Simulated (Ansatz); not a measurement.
**How far each method lies from RCCSDT(Q) for C₂H₃F, singlet**

Geometry: MP2(full)/6-31G*, from the G2/97 set.

```yaml
atoms:
  - { symbol: C, position_ang: [0.0933, 0.4598, 0.0000] }
  - { symbol: C, position_ang: [1.2853, -0.1230, 0.0000] }
  - { symbol: F, position_ang: [-1.0556, -0.2562, 0.0000] }
  - { symbol: H, position_ang: [-0.0931, 1.5279, 0.0000] }
  - { symbol: H, position_ang: [1.3847, -1.2007, 0.0000] }
  - { symbol: H, position_ang: [2.1773, 0.4884, 0.0000] }
```

Basis cc-pVTZ; Ansatz 0.2.0. Correlated methods freeze the noble-gas cores, which leaves 18 electrons in 129 orbitals. R marks a restricted (for open shells ROHF) determinant. Active spaces: frontier = (8e, 8o) about the gap.

Full CI isn't at hand for all of this; RCCSDT(Q) serves as the reference, and is uncertain by about the last step of the cluster series.

* UHF ⟨S²⟩: 0.000
* T1 diagnostic (RCCSD): 0.0121
* largest doubles amplitude (RCCSD): 0.113

| level | E − E(RCCSDT(Q)) (kJ/mol) | share of correlation (%) | wall time |
| --- | --- | --- | --- |
| RHF | 1626.3 | 0.00 | – |
| RMP2 | 113.6 | 93.02 | – |
| RCCSD | 63.6 | 96.09 | – |
| RCCSD(T) | 3.9 | 99.76 | 14 s (H100) |
| BCCD(T) | 3.4 | 99.79 | 1.6 s (H100) |
| RCCSDT | 2.9 | 99.82 | – |

The correlation energy at RCCSDT(Q), counted from RHF, is -16.856 eV. That run took 52 s on 2 threads of AMD EPYC 7R13 with a shared H100 80 GB, shared host.

Run but not shown, since their state or frozen core can't be matched to the reference's or they repeat it: CASSCF (frontier space), NEVPT2 (frontier space).

Times hold each run's SCF and search for its determinant on a shared host, so for small cases they say little of a method's own cost.

Atomization energy (electronic, same basis, no zero-point term; atoms at the same level, unrestricted beside the R rows where the molecule is a closed shell, with restricted open-shell steps beyond CCSDT(Q)) at RCCSDT(Q): 2335.9 kJ/mol. Errors of other levels:

```csv
level,error (kJ/mol)
RHF,-590.7
RMP2,46.0
RCCSD,-40.2
RCCSD(T),-0.6
BCCD(T),0.4
RCCSDT,-2.5
```

This basis is far from its limit, so the value isn't to be set against a measured one.
